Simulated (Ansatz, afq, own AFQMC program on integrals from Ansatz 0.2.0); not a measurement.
Integrals from Ansatz 0.2.0, then the random walk in our own AFQMC program (afq).

```yaml
crystal:
  periodic: [false, false, false]
  atoms:
    - {symbol: O, position_ang: [0.352213, 1.048106, 1.219509]}
    - {symbol: Ti, position_ang: [0.004758, 0.042520, 0.066319]}
    - {symbol: Cl, position_ang: [1.143217, -1.859011, 0.104392]}
    - {symbol: Cl, position_ang: [-1.500187, 0.768385, -1.390220]}
basis:
  gaussian: {orbitals: def2-TZVP}
magnetization: {spin_polarized: true, initial_magnetization: 2}
correlation: {method: ccsd_t, electrons: outside_noble_gas, hamiltonian_folder: ham}
```

```sh
$ ansatz run in.yaml --threads 1 --pin off --events-out ev --progress --plain --max-ram 24576MiB --backend cuda --devices 0, --max-vram 18GiB
```

Options of the walk:

```
--method phaseless --trial cisd --walkers 500 --populations 10 --least-time 60 --time-step 0.005 --steps-per-block 50 --equilibration-blocks 40 --max-blocks 4000 --target-error 0.0003 --factor-cut 1e-05 --start spin_pure --seed 1479 --release-times 0.24,0.48,0.8,1.2 --release-step 0.04 --release-every 5 --taylor-order 6
```

Times are imaginary, in 1/Eh. The walk had a cap of 486 s. With eight or more populations the least sampling time is a fifth of least-time, and the error comes from their spread.

afq prints:

```
orbitals 130  electrons 13 11  factors 980 of 1032
reference energy -1842.42921944 Eh
CCSD correlation -0.69433925 Eh in 20 cycles, weight of the determinant in the CISD state 0.7421
energy of the start -1843.123422 Eh
 block  time / (1/Eh)  mean weight  energy / Eh
     1     0.250  0.9972  -1843.101644
     2     0.500  0.9988  -1843.114626
     3     0.750  0.9997  -1843.125400
     4     1.000  0.9985  -1843.138719
     5     1.250  1.0001  -1843.144706
     8     2.000  1.0013  -1843.150107
    11     2.750  0.9996  -1843.160933
    41    10.250  0.9994  -1843.163695
    71    17.750  0.9985  -1843.161219
   101    25.250  0.9991  -1843.161014
   131    32.750  0.9982  -1843.160463
   161    40.250  1.0003  -1843.159635
   171    42.750  1.0005  -1843.154289
   191    47.750  0.9984  -1843.164841
   221    55.250  1.0014  -1843.167931
   251    62.750  1.0005  -1843.164369
   281    70.250  0.9996  -1843.165008
   311    77.750  1.0000  -1843.178754
   341    85.250  0.9975  -1843.162811
   361    90.250  1.0000  -1843.179286
   371    92.750  1.0004  -1843.162976
   401   100.250  1.0004  -1843.163108
   411   102.750  1.0003  -1843.162320
error from the spread of 10 populations
released: time / (1/Eh)  energy / Eh  error  mean overlap
  0.24  -1843.169056  0.001071  0.9897
  0.48  -1843.169431  0.001117  0.9838
  0.80  -1843.171102  0.002142  0.9714
  1.20  -1843.201799  0.031723  0.9888
energy -1843.166221 +/- 0.000704 Eh
(rows thinned)
```

The run passed its tests (sampling time, drift between the halves within three errors, error under three times the target), which doesn't prove that it has relaxed, ending at its cap on processor time. The second half of the sampling lies below the first by 2.1 errors of their difference, so the energy may still be moving and its error bar be too small.

Against this walk (error 19.1 meV) on the same determinant: CCSD(T) 195.3 meV higher. The error is statistical and leaves out the bias of the constraint. None of these is a sure reference here. The released energies get too noisy after the second time (errors over twice the walk's own, or jumping) (meV from the phaseless value at times in 1/Eh: -77 ± 29 at 0.24, -87 ± 30 at 0.48, -133 ± 58 at 0.80, -968 ± 863 at 1.20), so they give no level.

Cautions: constraint bias not in the error; error above the target (19.1 against 8.2 meV); no relativity below Rb; outer-core shells of the metal frozen; another spin lies lower.

The walk took 8.1 min on 1 × NVIDIA H100 80GB HBM3 with 2 threads of AMD EPYC 7R13 Processor (Zen 3) (shared host) (the card was shared). The log's last line is the phaseless energy.
